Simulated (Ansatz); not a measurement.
System: trigonal Te. Method: PBEsol (PAW; Ansatz, a quantum-chemistry and plane-wave program).

Numerical settings: plane-wave cutoff 520 eV, 12×12×6 k mesh (along the axes of the cell as run), Fermi–Dirac smearing 0.01 eV, scalar-relativistic PAW data made under PBE.

Properties against volume:

Shape and atoms are relaxed at each volume.

```json
[
 {"V (Å³/atom)": "30.753", "P (GPa)": "1.57", "c (Å)": "5.955", "a (Å)": "4.230"},
 {"V (Å³/atom)": "31.393", "P (GPa)": "0.72", "c (Å)": "5.955", "a (Å)": "4.273"},
 {"V (Å³/atom)": "32.034", "P (GPa)": "0.00", "c (Å)": "5.954", "a (Å)": "4.317"},
 {"V (Å³/atom)": "32.675", "P (GPa)": "-0.59", "c (Å)": "5.951", "a (Å)": "4.361"},
 {"V (Å³/atom)": "33.315", "P (GPa)": "-1.09", "c (Å)": "5.948", "a (Å)": "4.405"}
]
```

Note: the cell comes from a level without a dispersion term, which matters for the spacing of layers, chains or molecules; this level leaves the solid without a gap, although one is measured.
